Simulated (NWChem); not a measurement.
System meant: CH₆Si; SMILES C[SiH3]

Input file for NWChem:

```
start job
memory heap 200 mb stack 900 mb global 1100 mb
geometry units angstroms noautoz
  Si     0.000000     0.000000     0.625990
  C      0.000000     0.000000    -1.264657
  H     -1.063425    -0.923150     1.159528
  H     -0.267759     1.382528     1.159528
  H      1.331184    -0.459378     1.159528
  H      0.197033    -1.017302    -1.658399
  H      0.782493     0.679286    -1.658399
  H     -0.979526     0.338016    -1.658399
end
basis spherical
  Si library 6-31g*
  C library 6-31g*
  H library 6-31g*
end
dft
  xc b3lyp
  iterations 150
end
tddft
  cis
  nroots 4
  notriplet
end
task tddft energy
```

End of the output:

```
 Vector   16  Occ=0.000000D+00  E= 7.700372D-02  Symmetry=e
              MO Center=  3.1D-01,  3.1D-02,  5.4D-01, r^2= 4.0D+00
   Bfn.  Coefficient  Atom+Function         Bfn.  Coefficient  Atom+Function
  ----- ------------  ---------------      ----- ------------  ---------------
    11      1.277869  1 Si px                38      1.105326  5 H  s
    36     -0.727370  4 H  s                 12     -0.605227  1 Si py
    34     -0.377955  3 H  s                  7      0.323159  1 Si px
    44     -0.169355  8 H  s                  8     -0.153056  1 Si py
    37      0.144853  5 H  s                 18      0.117626  1 Si d  2

 center of mass
 --------------
 x =  -0.00000000 y =  -0.00000000 z =   0.05735005

 moments of inertia (a.u.)
 ------------------
         168.347393074755           0.000000000000           0.000000000000
           0.000000000000         168.347393074755          -0.000000000000
           0.000000000000          -0.000000000000          33.004386305007

     Multipole analysis of the density
     ---------------------------------

     L   x y z        total         alpha         beta         nuclear
     -   - - -        -----         -----         ----         -------
     0   0 0 0     -0.000000    -13.000000    -13.000000     26.000000

     1   1 0 0     -0.000000     -0.000000     -0.000000     -0.000000
     1   0 1 0     -0.000000     -0.000000     -0.000000     -0.000000
     1   0 0 1     -0.325898     -0.162949     -0.162949     -0.000000

     2   2 0 0    -17.021169    -16.697617    -16.697617     16.374066
     2   1 1 0     -0.000000     -0.000000     -0.000000      0.000000
     2   1 0 1      0.000000      0.000000      0.000000      0.000000
     2   0 2 0    -17.021169    -16.697617    -16.697617     16.374066
     2   0 1 1     -0.000000     -0.000000     -0.000000      0.000000
     2   0 0 2    -17.111210    -57.412504    -57.412504     97.713799

 ------------------------------------------------------------------------
 tddft_init: non-Abelian symmetry not permitted                   0
 ------------------------------------------------------------------------
 ------------------------------------------------------------------------
  current input line :
    27: task tddft energy
 ------------------------------------------------------------------------
 ------------------------------------------------------------------------
 There is an error related to the specified geometry
 ------------------------------------------------------------------------
 For more information see the NWChem manual at https://nwchemgit.github.io

0:tddft_init: non-Abelian symmetry not permitted:Received an Error in Communication
```

Q: Can this run be used? If not, why, and what is the fix?

A: The run crashed. Cause: the TDDFT module takes Abelian point groups alone, and the geometry was found to have a non-Abelian one. This input runs:
```
start job
memory heap 200 mb stack 900 mb global 1100 mb
geometry units angstroms noautosym nocenter noautoz
  Si     0.000000     0.000000     0.625990
  C      0.000000     0.000000    -1.264657
  H     -1.063425    -0.923150     1.159528
  H     -0.267759     1.382528     1.159528
  H      1.331184    -0.459378     1.159528
  H      0.197033    -1.017302    -1.658399
  H      0.782493     0.679286    -1.658399
  H     -0.979526     0.338016    -1.658399
end
basis spherical
  * library 6-31g*
end
dft
  xc b3lyp
  iterations 150
end
tddft
  cis
  nroots 4
  notriplet
end
task tddft energy
```
It converges to -331.20782 Ha (B3LYP/6-31G* (spherical d), TDA).
